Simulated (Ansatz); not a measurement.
# Nitrogen (N2): taking an electron away

An exercise on one series of results from a longer session: the logs are not shown, and one member is left open.

Program: Ansatz 0.2.0, Gaussian basis. Level of theory: unrestricted cation, the program's frozen cores in correlated methods. These are calculated values, not measurements.

The runs, in order: UKS PBE-D4/def2-TZVPP; UKS r2SCAN-D4/def2-TZVPP; UKS PBE0-D4/def2-TZVPP; UKS B3LYP-D4/def2-TZVPP; UKS wB97X-V/def2-TZVPP; UKS wB97M-V/def2-TZVPP; UKS B2PLYP/def2-TZVPP; UHF-CCSD(T)/def2-TZVPP; UHF-CCSD(T)/def2-QZVPP; extrapolation to the limit; then −ε(HOMO) from the neutral's earlier runs with LDA (SPW92), PBE-D4, revPBE-D4, BLYP-D4, r2SCAN-D4, B97M-V, PBE0-D4, B3LYP-D4, r2SCANh-D4, r2SCAN0-D4, HSE06-D4, BHLYP-D4, CAM-B3LYP-D4, LC-ωPBE, ωB97X-V, ωB97M-V.

### The relaxed structure

All runs share one geometry, relaxed beforehand with PBE0-D4 in a triple-zeta def2 set.

SMILES `N#N`, 2 atoms, charge 0, spin multiplicity 1.

Atoms are counted from 1 here; the program's logs count them from 0.

Bond lengths: N1–N2 1.090 Å.

Set-up of the first run:

in.yaml

```yaml
crystal:
  periodic: [false, false, false]
  atoms:
    - {symbol: N, position_ang: [0.465460, -0.150322, 0.239808]}
    - {symbol: N, position_ang: [-0.465460, 0.150322, -0.239808]}
basis:
  gaussian: {orbitals: def2-TZVPP}
total_charge: 1
magnetization: {spin_polarized: true, initial_magnetization: 1}
hamiltonian: {xc: pbe, dispersion: d4}
```

Steps of the session up to this table: Cation, UKS PBE-D4/def2-TZVPP; Cation, UKS r2SCAN-D4/def2-TZVPP; Cation, UKS PBE0-D4/def2-TZVPP; Cation, UKS B3LYP-D4/def2-TZVPP; Cation, UKS wB97X-V/def2-TZVPP; Cation, UKS wB97M-V/def2-TZVPP; Cation, UKS B2PLYP (frozen core)/def2-TZVPP; Cation, UHF-CCSD(T)/def2-TZVPP; Cation, UHF-CCSD(T)/def2-QZVPP.

One table of the session follows, with a row left open; its other results are not shown here.

It belongs to the step «Ionisation energies side by side». For comparison, −ε(HOMO) of the neutral from earlier runs:

```
  functional  −ε(HOMO) (eV)
 LDA (SPW92)          10.37
      PBE-D4          10.21
   revPBE-D4          10.15
     BLYP-D4              ?
   r2SCAN-D4          10.71
      B97M-V          10.89
     PBE0-D4          12.18
    B3LYP-D4          11.93
  r2SCANh-D4          11.43
  r2SCAN0-D4          12.52
    HSE06-D4          11.76
    BHLYP-D4          14.16
CAM-B3LYP-D4          13.86
     LC-ωPBE          15.25
     ωB97X-V          14.86
     ωB97M-V          14.79
```

Q: Estimate the row for BLYP-D4 from the others.

Worked estimate for «−ε(HOMO) (eV)». Against the share of exact exchange, B3LYP-D4 (0.2, 11.93), BHLYP-D4 (0.5, 14.16) give a slope of 7.43 per unit share; at 0 the line stands at 10.44.

**Answer.** −ε(HOMO) (eV): 10.20. In «−ε(HOMO) (eV)» the line misses by +0.24.
